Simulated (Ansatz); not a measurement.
C$_{2}$H$_{3}$NO (`C=CN=O`): the same geometry under several functionals.

```yaml
crystal:
  periodic: [false, false, false]
  atoms:
    - {symbol: C, position_ang: [0.081785, 0.997129, -0.386725]}
    - {symbol: C, position_ang: [-0.095350, -0.104052, 0.334886]}
    - {symbol: N, position_ang: [0.136740, -1.343938, -0.316911]}
    - {symbol: O, position_ang: [-0.039741, -2.304672, 0.387041]}
    - {symbol: H, position_ang: [-0.071844, 1.985744, 0.026468]}
    - {symbol: H, position_ang: [0.390032, 0.909003, -1.422694]}
    - {symbol: H, position_ang: [-0.401633, -0.139212, 1.377934]}
basis:
  gaussian: {orbitals: def2-TZVPP}
hamiltonian: {xc: lda}
output: {orbitals: {seedname: orbitals}}
```

```sh
$ ansatz run in.yaml --threads 4 --pin off --events-out ev --progress --plain --max-ram 10444MiB
```

Output, abridged:

```
Functional definition: SPW92
843 factors; their error is unknown
mean field evaluation 1: about -5605.1862 eV, gradient 5.8e1 eV
mean field evaluation 2: about -5593.1221 eV, gradient 8.3e1 eV
mean field evaluation 4: about -5612.7518 eV, gradient 5.9e0 eV
mean field evaluation 8: about -5612.8278 eV, gradient 2.5e-1 eV
mean field evaluation 16: about -5612.8049 eV, gradient 6.7e-4 eV
mean field -5612.80493000 eV, -206.2667766817 hartree, gradient 8.2e-5 eV, S^2 0.000000; 1 other end points of the search recorded, 0 dependent functions left out
reference -5612.80495935 eV, -206.2667777602 hartree; 15, 15 occupied and 151, 151 virtual orbitals, 843 factors
Total energy: -5612.80495935 eV, -206.2667777602 hartree
```

Run time 0.6 s (4 threads of an Intel Xeon Platinum 8375C on a shared host); peak host memory 0.16 GiB.

With the line `hamiltonian: {xc: r2scan, dispersion: d4}` and forces (abridged; 1.6 s):

```
Functional definition: r2SCAN
mean field evaluation 16: about -5655.8932 eV, gradient 9.3e-5 eV
mean field -5655.89318624 eV, -207.8502408923 hartree, gradient 1.7e-5 eV, S^2 0.000000; 1 other end points of the search recorded, 0 dependent functions left out
Total energy: -5655.91663060 eV, -207.8511024565 hartree
Atom 0 force     0.029846     0.262400    -0.128183 eV/Å
Atom 1 force    -0.055394    -0.027157     0.190275 eV/Å
Atom 2 force     0.164495     0.539469    -0.617014 eV/Å
Atom 3 force    -0.131443    -0.755652     0.528696 eV/Å
Atom 4 force     0.004325    -0.015083    -0.013512 eV/Å
Atom 5 force    -0.004020    -0.008995     0.013862 eV/Å
Atom 6 force    -0.007808     0.005018     0.025876 eV/Å
Dipole moment:    -0.038572     0.673105     0.057257 e Å
```

With the line `hamiltonian: {xc: pbe0, dispersion: d4}` (abridged; 0.85 s):

```
Functional definition: PBE0
mean field evaluation 16: about -5652.5104 eV, gradient 4.7e-5 eV
mean field -5652.51039559 eV, -207.7259256289 hartree, gradient 4.7e-5 eV, S^2 0.000000
Total energy: -5652.59011334 eV, -207.7288552021 hartree
```

With the line `hamiltonian: {xc: {name: LC-wPBE}}` (abridged; 0.85 s):

```
Functional definition: LC-wPBE
mean field evaluation 16: about -5655.1171 eV, gradient 1.8e-4 eV
mean field -5655.11709130 eV, -207.8217199294 hartree, gradient 2.1e-5 eV, S^2 0.000000
Total energy: -5655.11709131 eV, -207.8217199296 hartree
```

The same input with `hamiltonian: {xc: {name: B3LYP}, dispersion: d4}` and forces (abridged; 1 s):

```
Functional definition: B3LYP
mean field evaluation 16: about -5659.1476 eV, gradient 1.4e-4 eV
mean field -5659.14759503 eV, -207.9698382093 hartree, gradient 3.3e-5 eV, S^2 0.000000
Total energy: -5659.30276757 eV, -207.9755406950 hartree
Atom 0 force     0.020239     0.170035    -0.085405 eV/Å
Atom 1 force    -0.042402     0.096108     0.132655 eV/Å
Atom 2 force     0.090789     0.327033    -0.343665 eV/Å
Atom 3 force    -0.078965    -0.560028     0.329222 eV/Å
Atom 4 force     0.013502    -0.064919    -0.039212 eV/Å
Atom 5 force    -0.023797     0.029372     0.076737 eV/Å
Atom 6 force     0.020634     0.002398    -0.070332 eV/Å
Dipole moment:    -0.037727     0.672797     0.054421 e Å
```

The same input with `hamiltonian: {xc: {name: revPBE}, dispersion: d4}` (abridged; 0.9 s):

```
Functional definition: revPBE
mean field evaluation 16: about -5657.6486 eV, gradient 5.9e-4 eV
mean field -5657.64857082 eV, -207.9147500857 hartree, gradient 6.0e-5 eV, S^2 0.000000; 1 other end points of the search recorded, 0 dependent functions left out
Total energy: -5658.00946566 eV, -207.9280127264 hartree
```

B3LYP takes the VWN-RPA correlation (the form of Gaussian; ORCA's B3LYP/G).
